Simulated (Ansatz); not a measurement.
Basis-set extrapolation for `CCCC=O` (PBE0-D4/def2-TZVP geometry, frozen core, Ansatz 0.2.0). Multiplicity 1, RHF reference.

|  | def2-TZVPP | def2-QZVPP |
| --- | --- | --- |
| HF | -231.077812 | -231.088654 |
| MP2 correlation | -0.912731 | -0.974076 |
| CCSD(T) correlation | -0.992481 | not run |

Energies in hartree. Use E(X) = E(∞) + A·exp(−7.88·√X) for Hartree–Fock and E(X) = E(∞) + B·X^(−2.97) for correlation, with X = 3 and 4, and add CCSD(T) minus MP2 of the smaller set to the MP2 limit.

Task: What is the CCSD(T) energy at the basis-set limit?

Result: HF limit: -231.088654 + (-0.010842) × 0.13774 = -231.09015. MP2 limit: -0.974076 + (-0.061345) × 0.74074 = -1.01952. Higher-order term: -0.992481 − (-0.912731) = -0.07975. Total: -232.18942 hartree, 312.8 kJ/mol below CCSD(T)/def2-TZVPP.
